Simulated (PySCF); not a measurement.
**How far each method lies from full CI for [H···H···SiH2], singlet**

Geometry: a point of a hydrogen-transfer path between rigid fragments, not a stationary point.

```xyz
5

H    -2.4183    0.0549    0.0000
H    -1.7253    0.0549    0.0000
Si    0.0977    0.0549    0.0000
H     0.7099   -0.8194    1.0900
H     0.7099   -0.8194   -1.0900
```

Basis 6-31G; PySCF 2.14.0. Correlated methods freeze the noble-gas cores, which leaves 8 electrons in 16 orbitals. R marks a restricted (for open shells ROHF) determinant, U an unrestricted one.

Full CI is exact within this basis and frozen core; it isn't the basis-set limit. The frozen core follows each run's orbitals, which can shift R against U totals by a few meV.

The UHF ⟨S²⟩ is 0.251. The T1 diagnostic (ROHF- or RHF-based CCSD) is 0.0113 and the largest doubles amplitude (ROHF- or RHF-based CCSD) is 0.107.

```tsv
level	E − E(RHF) (eV)
RMP2	-1.7588
RCCSD	-2.4772
RCCSD(T)	-2.5024
```

**Question.** Estimate how far full CI in 6-31G lies from RCCSD(T). The table doesn't fix it; the size of (T) and the diagnostics are the guide.

**Answer.** Full CI in 6-31G lies 1.1 kJ/mol below RCCSD(T), which is 45 % of the (T) step (-2.4 kJ/mol). RHF is unstable towards spin polarisation, and the rest is a large part of (T).

The other levels:

```tsv
level	E − E(full CI) (kJ/mol)	share of correlation (%)	wall time
RCCSDT	0.2	99.90	–
RCCSDT(Q)	0.1	99.97	1.1 s
```

The correlation energy at full CI, counted from RHF, is -2.514 eV. The search over symmetries took 6.6 min on 1 thread of Intel Xeon, shared host; the state has 1,656,848 determinants.

Run but not shown, since their state, orbitals or frozen core can't be matched to the reference's or they repeat it: UHF, UMP2, UCCSD, UCCSD(T), UCCSDT.

Times are those of the correlated step on a shared host, with one SCF added for the restricted CCSD run; they ran on 1 thread of Intel Xeon.

The full-CI state has the irrep A' of Cs, in the program's axes.

Natural occupations of full CI about the gap: 1.977 1.971 1.961 1.921 0.059 0.041 0.028 0.017 0.008 0.005; effectively unpaired electrons, Σ n²(2−n)², 0.06.
